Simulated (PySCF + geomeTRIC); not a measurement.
These are B3LYP-D3(BJ)/def2-TZVP run with PySCF + geomeTRIC values and carry that method's errors. fastk is a local helper that only speeds up exchange builds. No frequencies were computed at this level.

```python
import json, numpy as np
from pyscf import gto, dft
from fastk import lowrank_exchange
atoms = """
C     -1.016714    -0.216280     0.111420
C      0.108266     0.473319    -0.037493
C      1.372333    -0.148095    -0.125318
N      2.402607    -0.644912    -0.199157
H     -1.014933    -1.292463     0.171904
H     -1.973035     0.274348     0.177802
H      0.121475     1.554084    -0.099159
"""
def scf(charge, spin, dm0=None):
    mol = gto.M(atom=atoms, basis='def2-tzvp', ecp={}, charge=charge, spin=spin, verbose=3, max_memory=5040)
    mf = dft.KS(mol, xc='b3lyp').density_fit(auxbasis="def2-universal-jkfit")
    mf.disp = 'd3bj'
    mf.grids.level = 3
    mf.conv_tol = 1e-8
    mf.max_cycle = 60
    mf.kernel(dm0)
    if not mf.converged:
        mf = mf.newton().run(mf.mo_coeff, mf.mo_occ).undo_soscf()
    return mf
mf = scf(0, 0)
from pyscf.geomopt.geometric_solver import kernel as optimize
path = []
done, mol = optimize(mf, maxsteps=80, assert_convergence=False, callback=lambda env: path.append((env["energy"], bool(env["g_scanner"].converged))))
res = dict(converged=bool(done and path[-1][1]), energy=path[-1][0], path=[e for e, c in path], xyz=mol.atom_coords(unit="Angstrom").tolist(), nao=mol.nao)
json.dump(res, open("result.json", "w"))
```

Output:

```
converged SCF energy = -170.908748863677
Geometry optimization cycle 1
converged SCF energy = -170.9087488648
cycle 1: E = -170.908748865  dE = -170.909  norm(grad) = 0.0182218
Geometry optimization cycle 2
converged SCF energy = -170.909034802008
cycle 2: E = -170.909034802  dE = -0.000285937  norm(grad) = 0.00566434
Geometry optimization cycle 3
converged SCF energy = -170.909016464046
cycle 3: E = -170.909016464  dE = 1.8338e-05  norm(grad) = 0.00755942
Geometry optimization cycle 4
converged SCF energy = -170.909097276005
cycle 4: E = -170.909097276  dE = -8.0812e-05  norm(grad) = 0.000511935
Geometry optimization cycle 5
converged SCF energy = -170.909097504805
cycle 5: E = -170.909097505  dE = -2.288e-07  norm(grad) = 0.000372023
Geometry optimization cycle 6
converged SCF energy = -170.909098131313
cycle 6: E = -170.909098131  dE = -6.26507e-07  norm(grad) = 0.000148556
<class 'geometric.internal.Distance'> : 6
<class 'geometric.internal.Angle'> : 4
<class 'geometric.internal.LinearAngle'> : 2
<class 'geometric.internal.OutOfPlane'> : 2
<class 'geometric.internal.Dihedral'> : 4
<class 'geometric.internal.TranslationX'> : 1
<class 'geometric.internal.TranslationY'> : 1
<class 'geometric.internal.TranslationZ'> : 1
<class 'geometric.internal.RotationA'> : 1
<class 'geometric.internal.RotationB'> : 1
<class 'geometric.internal.RotationC'> : 1
Step    0 : Gradient = 6.887e-03/1.540e-02 (rms/max) Energy = -170.9087488648
Step    1 : Displace = 2.458e-02/3.971e-02 (rms/max) Trust = 1.000e-01 (=) Grad = 2.141e-03/3.610e-03 (rms/max) E (change) = -170.9090348020 (-2.859e-04) Quality = 0.798
Step    2 : Displace = 2.173e-02/3.064e-02 (rms/max) Trust = 1.414e-01 (+) Grad = 2.857e-03/4.273e-03 (rms/max) E (change) = -170.9090164640 (+1.834e-05) Quality = -0.152
Step    3 : Displace = 1.065e-02/1.500e-02 (rms/max) Trust = 1.086e-02 (-) Grad = 1.935e-04/3.026e-04 (rms/max) E (change) = -170.9090972760 (-8.081e-05) Quality = 0.984
Step    4 : Displace = 2.260e-03/4.271e-03 (rms/max) Trust = 1.536e-02 (+) Grad = 1.406e-04/2.422e-04 (rms/max) E (change) = -170.9090975048 (-2.288e-07) Quality = 0.240
Step    5 : Displace = 7.033e-04/1.494e-03 (rms/max) Trust = 1.130e-03 (-) Grad = 5.615e-05/1.136e-04 (rms/max) E (change) = -170.9090981313 (-6.265e-07) Quality = 1.213
Converged! =D
```

Cost: very roughly 80 core-seconds.
